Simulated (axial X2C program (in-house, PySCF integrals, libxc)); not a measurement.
# Potential curves of OH⁻, with spin–orbit coupling

All values were computed with an in-house relativistic program for diatomic molecules. Two-component (2c) means X2C with spin–orbit coupling and atomic mean-field two-electron Coulomb and Gaunt terms. Basis: O dyall-av3z [7s6p3d2f], H dyall-av3z [7s3p2d] (cores contracted in-house); Gaussian nuclei, density fitting, unrestricted open shells. Masses: O 15.995 u, H 1.008 u.

State: Ω = 0 (closed shell). Energies in eV from the fragments at the same level (O- + H). Fits are polynomials in 1 − R0/R over 0.85 to 1.23 times the lowest point R0.

```
 R (Å)  r2SCAN0     PBE0  CCSD(T)     CCSD
0.8378  -4.2144  -4.2621                  
0.8763  -4.5054  -4.5652  -4.6900  -4.6134
0.9052  -4.6328  -4.7012  -4.8343  -4.7523
0.9341  -4.6976  -4.7741  -4.9158  -4.8283
0.9630  -4.7111  -4.7952  -4.9457  -4.8529
0.9967  -4.6745  -4.7671  -4.9282  -4.8291
1.0304  -4.5932  -4.6937  -4.8659  -4.7607
1.0737  -4.4390  -4.5491  -4.7363  -4.6235
1.1267  -4.1962  -4.3172                  
1.2037  -3.7797  -3.9150
```

Correlated methods: 8 electrons correlated (number of frozen shells: O 1 s; H none), 146 virtual spin orbitals or spinors in MP2, 90 natural virtuals in coupled cluster.

The state is a single determinant with fixed occupations, the lowest that a limited PBE0 search found. Closed shells are restricted here (equal orbitals for both partners); the stretched side of such a curve lies too high. De is counted from the lowest determinant-based energies of the atoms at the same level, without counterpoise correction. Coupled cluster ran in a truncated set of natural virtual spinors; the MP2 energy of the rest was added. (T) has no such correction and the atoms are truncated less, which lowers De at CCSD(T) by a hundredth of an eV or more. In 2c an atomic determinant is not the ground J level, so De misses part of the atomic spin–orbit lowering. This holds for r2SCAN0, PBE0. Without a current term, density functionals place determinants with orbital angular momentum somewhat too high. The highest occupied level of some functionals is positive through self-interaction error; at Hartree–Fock it is bound. Coupled cluster ran on the points near the minimum only. MP2 and coupled cluster on one determinant become unreliable at the stretched end.

Problem. What are Re, ωe and De at the r2SCAN0 level?

Solution. At r2SCAN0, 2c: Re = 0.957 Å, ωe ≈ 3870 cm⁻¹, De = 4.71 eV to O- + H; Be follows as 19.4 cm⁻¹.

Problem. Fit the PBE0 curve near its minimum: give the equilibrium distance, the harmonic wavenumber and the well depth.

Solution. At PBE0, 2c: Re = 0.962 Å, ωe ≈ 3820 cm⁻¹, De = 4.80 eV to O- + H; Be follows as 19.2 cm⁻¹.

Problem. Fit the CCSD(T) curve near its minimum: give the equilibrium distance, the harmonic wavenumber and the well depth.

Solution. At CCSD(T), 2c: Re = 0.968 Å, ωe ≈ 3720 cm⁻¹, De = 4.95 eV to O- + H; Be follows as 19 cm⁻¹.

Problem. What are Re, ωe and De at the CCSD level?

Solution. At CCSD, 2c: Re = 0.964 Å, ωe ≈ 3770 cm⁻¹, De = 4.85 eV to O- + H; Be follows as 19.1 cm⁻¹.
